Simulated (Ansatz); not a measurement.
**F2 (singlet): from Hartree-Fock to the top rungs, 6-31G***

The task here is to estimate one member of a computed series from the others.

The runs use Ansatz 0.2.0, Gaussian basis; 6-31G*, core rule «outside noble gas», up to 2 orbitals frozen.

Plan: UHF; CCSD(T) on RHF; CCSD(T) on UHF; BCCD(T) on RHF; CISD; CCSDT(Q) on RHF; CCSDT(Q) on UHF; CISDTQ; CCSDTQ on RHF; CCSDTQ on UHF; CASSCF and MRCISD+Q, 14 electrons in 8 orbitals; CASSCF and NEVPT2, 14 electrons in 8 orbitals.

9 further runs of the same task are left out: 9 set aside as unsound or not needed.

### What is computed

The geometry is an MP2(full)/6-31G* stationary point (not a proven minimum).

2 atoms, charge 0, spin multiplicity 1.

Atoms are counted from 1 here; the program's logs count them from 0.

Bond lengths: F1–F2 1.421 Å.

Geometry (Å):

```mol
F2
  3D, bonds by distance, orders not assigned

  2  1  0  0  0  0  0  0  0  0999 V2000
    0.0000    0.0000    0.0000 F   0  0
    0.0000    0.0000    1.4206 F   0  0
  1  2  8  0
M  END
```

Set-up of the first run:

The input, in.yaml:

```yaml
crystal:
  periodic: [false, false, false]
  atoms:
    - {symbol: F, position_ang: [0.000000, 0.000000, 0.000000]}
    - {symbol: F, position_ang: [0.000000, 0.000000, 1.420608]}
basis:
  gaussian: {orbitals: "6-31G*"}
magnetization: {spin_polarized: true, initial_magnetization: 0}
hamiltonian: {xc: hf}
output: {orbitals: {seedname: orbitals}}
```

The run is started by

```console
ansatz run in.yaml --threads 1 --pin off --events-out ev --progress --plain --max-ram 4096MiB --backend cpu
```

Steps of the session up to this table: UHF; CCSD(T) on RHF; CCSD(T) on UHF; BCCD(T) on RHF; CISD; CCSDT(Q) on RHF; CCSDT(Q) on UHF; CISDTQ; CCSDTQ on RHF; CCSDTQ on UHF; CASSCF and MRCISD+Q, 14 electrons in 8 orbitals; CASSCF and NEVPT2, 14 electrons in 8 orbitals.

One of the session's tables, all rows but one given; the rest of the session is left out.

| method | from RCCSDTQ (kcal/mol) |
| --- | --- |
| RHF | +238.46 |
| UHF | +231.90 |
| RMP2 | +11.27 |
| CISD | +22.39 |
| RCCSD | ? |
| RCCSD(T) | +1.08 |
| BCCD(T) | +1.14 |
| RCCSDT | +0.93 |
| CISDTQ | +1.01 |
| RCCSDT(Q) | -0.10 |
| RCCSDTQ | 0 |
| CASSCF valence | +188.11 |
| NEVPT2 valence | +29.33 |
| MRCISD valence | +12.97 |
| MRCISD+Q valence | +2.57 |

**Question.** Estimate the row for RCCSD.

**Answer.** from RCCSDTQ (kcal/mol): +7.01. In the column «from RCCSDTQ (kcal/mol)» it lies between MRCISD+Q valence (+2.57) and RMP2 (+11.27).
